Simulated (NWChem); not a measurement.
**SiH2 (SMILES [SiH2]): CCSD/6-31G (scan kind bond)**

We compute the energy along one coordinate of SiH2. 

The calculation is run with NWChem 7.3.0.

4 further runs of the same task are left out: 1 that didn't finish, 3 set aside as unsound or not needed.

## Step 1: The system as given

SiH2 has 3 atoms, charge 0, and is taken as a singlet. SMILES: `[SiH2]`. One bond was lengthened or shortened from a relaxed shape.

Bond lengths: Si1–H2 1.297 Å, Si1–H3 1.525 Å. Angles: H2–Si1–H3 91.2°.

## Step 2: An energy scan at CCSD/6-31G (scan kind bond)

mol.nw

```
START mol
TITLE "H2Si"
memory 2200 mb
GEOMETRY units angstroms noautosym nocenter noautoz
  Si   -0.291835    0.485070   -0.103384
  H     0.840300    0.578600    0.522500
  H    -0.149735   -1.030730   -0.198684
END
BASIS spherical bse
  * library 6-31G
END
SCF
  thresh 1e-08
  maxiter 80
  print low
END
CCSD
  freeze core 5
  maxiter 150
END
TASK ccsd
GEOMETRY units angstrom noautosym nocenter noautoz
  Si      -0.490854       0.468629      -0.213409
  H        0.840300       0.578600       0.522500
  H       -0.348754      -1.047171      -0.308709
END
task ccsd
GEOMETRY noautosym nocenter noautoz
  Si      -0.690745       0.452115      -0.323915
  H        0.840300       0.578600       0.522500
  H       -0.548645      -1.063685      -0.419215
END
task ccsd
GEOMETRY units angstrom noautosym nocenter noautoz
  Si   -0.956976    0.430121   -0.471097
  H     0.840300    0.578600    0.522500
  H    -0.814876   -1.085679   -0.566397
END
task ccsd
GEOMETRY noautosym nocenter noautoz
  Si      -1.290419       0.402574      -0.655436
  H        0.840300       0.578600       0.522500
  H       -1.148319      -1.113226      -0.750736
END
task ccsd
GEOMETRY noautosym nocenter noautoz
  Si    -1.689328     0.369618    -0.875967
  H      0.840300     0.578600     0.522500
  H     -1.547228    -1.146182    -0.971267
END
task ccsd
GEOMETRY units angstroms noautosym nocenter noautoz
  Si   -2.221790    0.325630   -1.170331
  H     0.840300    0.578600    0.522500
  H    -2.079690   -1.190170   -1.265631
END
task ccsd
GEOMETRY noautosym nocenter noautoz
  Si   -2.887803    0.270608   -1.538526
  H     0.840300    0.578600    0.522500
  H    -2.745703   -1.245192   -1.633826
END
task ccsd
```

Started as:

```sh
$ nwchem mol.nw > mol.out
```

The program printed:

```text
[...]
  functions       =    17
[...]
  wavefunction    = RHF
[...]
         Total SCF energy =   -289.945920352531
[...]
 Total MP2 energy:           -289.987657621958476
[...]
             energy      energy      error      ampl     ampl      Block
                                                time     time      time
[...]
             energy      energy      error      ampl     ampl      Block
                                                time     time      time
[...]
             energy      energy      error      ampl     ampl      Block
                                                time     time      time
[...]
             energy      energy      error      ampl     ampl      Block
                                                time     time      time
[...]
             energy      energy      error      ampl     ampl      Block
                                                time     time      time
[...]
 Total CCSD energy:           -289.937203036776168
[...]
         Total SCF energy =   -289.756073869123
      One-electron energy =   -413.867227982689
      Two-electron energy =    117.403957321848
 Nuclear repulsion energy =      6.707196791718
        Time for solution =      0.5s
[...]
 Total MP2 energy:           -289.863069406563227
[...]
             energy      energy      error      ampl     ampl      Block
                                                time     time      time
[...]
 Total CCSD energy:           -289.932539504957049
[...]
```

It took 8.7 s on 1 thread of Intel Xeon Platinum 8488C (Sapphire Rapids), shared host; peak memory 0.097 GiB.

The scan, from its lowest point:

```csv
H2–Si1 (Å),energy (kJ/mol)
1.297,71.6
1.525,0.0
1.754,13.0
2.059,70.3
2.441,146.5
2.898,212.3
3.508,252.7
4.271,265.0
```
